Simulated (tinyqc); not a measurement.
Hueckel theory of the pi electrons, for the molecule C=CC1=CC=C1 (SMILES; centres numbered as the heavy atoms are written), step by step. One step of it, computed by the program tinyqc.

Problem. Energy, charges, bond orders. E = sum n x; q_r = z_r - P_rr; bond order p = P_rs; free valence = sqrt(3) - sum of p over the bonds of the atom.

x values: 2.175328  1.126033  0.000000  0.000000  -1.126033  -2.175328

occupations: 2.000000  2.000000  1.000000  1.000000  0.000000  0.000000

charge and bond-order matrix P, lower triangle:
```
           1C         2C        3C        4C        5C        6C
1C   1.000000
2C   0.797548   1.000000
3C   0.000000   0.550227  1.000000
4C  -0.123661   0.000000  0.426566  1.000000
5C   0.000000  -0.247321  0.000000  0.550227  1.000000
6C  -0.123661   0.000000  0.426566  0.000000  0.550227  1.000000
```

Centres:

| centre | z_r, pi electrons of the neutral centre | h |
|---|---|---|
| 1C | 1 | 0.000000 |
| 2C | 1 | 0.000000 |
| 3C | 1 | 0.000000 |
| 4C | 1 | 0.000000 |
| 5C | 1 | 0.000000 |
| 6C | 1 | 0.000000 |

Bonds:

| i | j | k |
|---|---|---|
| 1 | 2 | 1 |
| 2 | 3 | 1 |
| 3 | 4 | 1 |
| 4 | 5 | 1 |
| 5 | 6 | 1 |
| 6 | 3 | 1 |

Give: pi energy = 6 alpha + this times beta; pi charges; Bond orders and lengths from R = 1.517 - 0.180 p; free valence of the carbons; gap between the highest filled and the next level.

Solution.

pi energy = 6 alpha + this times beta = 6.603

pi charges: 1C 0.000, 2C 0.000, 3C 0.000, 4C 0.000, 5C 0.000, 6C 0.000

Bond orders and lengths from R = 1.517 - 0.180 p (angstrom, C-C alone):

| bond | p | R |
|---|---|---|
| 1-2 | 0.798 | 1.373 |
| 2-3 | 0.550 | 1.418 |
| 3-4 | 0.427 | 1.440 |
| 4-5 | 0.550 | 1.418 |
| 5-6 | 0.550 | 1.418 |
| 6-3 | 0.427 | 1.440 |

free valence of the carbons: 1C 0.935, 2C 0.384, 3C 0.329, 4C 0.755, 5C 0.632, 6C 0.755

gap between the highest filled and the next level = 1.126 |beta|
